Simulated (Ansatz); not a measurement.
We consider fcc Pd, described by LDA in Ansatz (PAW).

Run with plane-wave cutoff 520 eV, 24×24×24 k mesh, Fermi–Dirac smearing 0.05 eV, scalar-relativistic PAW data made under PBE.

Computed points:

```
V (Å³/atom)  E − E_lowest (meV/atom)  P (GPa)
-----------  -----------------------  -------
13.303                         41.13    16.58
13.586                         17.48    10.34
13.869                          4.17     4.84
14.152                          0.00    -0.01
14.435                          3.86    -4.27
14.718                         14.79    -8.02
15.001                         31.93   -11.31
```

Task: Estimate the bulk modulus from the pressures at 13.869 and 14.435 Å³/atom, and compare it with a fit to all energies.

Result: B = −V dP/dV. Between V = 13.869 and 14.435 Å³/atom, dP/dV = (-4.27 − (4.84))/(14.435 − 13.869) = -16.1 GPa per Å³/atom; at the midpoint 14.152 Å³/atom this gives B ≈ 228 GPa. The third-order Birch–Murnaghan fit gives V0 = 14.152 Å³/atom, B0 = 227 GPa, B′ = 5.4, which lies within 1 % of that estimate.

Measured, for comparison: bulk modulus 195 GPa (zero-point energy and finite temperature contributions removed, our sources range from 187 to 198; as tabulated in doi:10.1021/acs.jctc.3c00612); equilibrium volume per atom 14.56 Å³/atom (static lattice: zero-point anharmonic expansion removed; as tabulated in Mejia-Rodriguez and Trickey (2018), arXiv:1807.09216). Computed (rounded) less measured: bulk modulus +16 % (+15 % to +21 % over the range), equilibrium volume per atom -2.8 %.

The computed numbers hold no vibrational or temperature effects.

It cost around 40 core-seconds (rough) of CPU time.

Ansatz is a quantum-chemistry and plane-wave program.
